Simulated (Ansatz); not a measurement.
in.yaml

```yaml
crystal:
  periodic: [false, false, false]
  atoms:
    - {symbol: B, position_ang: [0.000000, 0.000000, 0.000000]}
    - {symbol: H, position_ang: [1.150004, 1.183642, 2.573478]}
    - {symbol: H, position_ang: [-1.182414, -1.146131, 2.575769]}
    - {symbol: H, position_ang: [-1.148636, 1.147392, -2.590451]}
    - {symbol: H, position_ang: [1.181047, -1.184903, -2.558797]}
basis:
  gaussian: {orbitals: cc-pVDZ}
total_charge: 1
magnetization: {spin_polarized: true, initial_magnetization: 2}
correlation: {method: bccd, electrons: all}
output: {forces: true}
```

```sh
$ ansatz run in.yaml --threads 1 --pin off --events-out ev --progress --plain --max-ram 2393MiB
```

(1) Roughly how long does this take on 1 thread of Arm Neoverse V2, shared host, and how much host memory?

```
303 factors; integrals over basis functions are off by at most 6.1e-4 eV
mean field evaluation 1: about -706.2411 eV, gradient 8.5e0 eV
mean field evaluation 2: about -706.2417 eV, gradient 8.5e0 eV
mean field evaluation 4: about -709.2821 eV, gradient 2.0e0 eV
mean field evaluation 8: about -709.4054 eV, gradient 2.9e-1 eV
mean field evaluation 16: about -709.4274 eV, gradient 5.8e-2 eV
mean field evaluation 32: about -713.9188 eV, gradient 3.1e-1 eV
mean field evaluation 64: about -713.9250 eV, gradient 1.4e-4 eV
mean field evaluation 96: about -713.9250 eV, gradient 1.1e-2 eV
mean field evaluation 128: about -710.9460 eV, gradient 1.6e-2 eV
mean field evaluation 160: about -710.8013 eV, gradient 3.0e-5 eV
...
cycle  33  -1.64097261 eV  change    5.6e-7 eV  update   2.0e-6
cycle  34  -1.64097242 eV  change    1.9e-7 eV  update   1.8e-6
cycle  35  -1.64097165 eV  change    7.7e-7 eV  update   1.7e-6
cycle  36  -1.64097029 eV  change    1.4e-6 eV  update   1.6e-6
cycle  37  -1.64096730 eV  change    3.0e-6 eV  update   1.3e-6
cycle  38  -1.64096463 eV  change    2.7e-6 eV  update   9.3e-7
cycle  39  -1.64096358 eV  change    1.0e-6 eV  update   5.8e-7
cycle  40  -1.64096310 eV  change    4.8e-7 eV  update   3.6e-7
cycle  41  -1.64096276 eV  change    3.4e-7 eV  update   2.3e-7
cycle  42  -1.64096265 eV  change    1.1e-7 eV  update   1.5e-7
the calculation of the forces begins
WARN: the results are in doubt because the forces break the atoms' symmetry
Total energy: -715.56599151 eV, -26.2965651600 hartree
Atom 0 at     0.000000     0.000000     0.000000 Å, force     0.005137     0.004940    -0.014072 eV/Å
Atom 1 at     1.150004     1.183642     2.573478 Å, force    -0.039115    -0.039745    -0.049648 eV/Å
Atom 2 at    -1.182414    -1.146131     2.575769 Å, force     0.035469     0.034856    -0.042217 eV/Å
Atom 3 at    -1.148636     1.147392    -2.590451 Å, force     0.003647    -0.004423     0.053028 eV/Å
Atom 4 at     1.181047    -1.184903    -2.558797 Å, force    -0.005138     0.004371     0.052909 eV/Å
Dipole moment:     0.000785     0.000833     0.003622 e Å
In doubt: the forces break the atoms' symmetry
```

## Answers

(1) 3.2 s wall and 0.15 GiB.
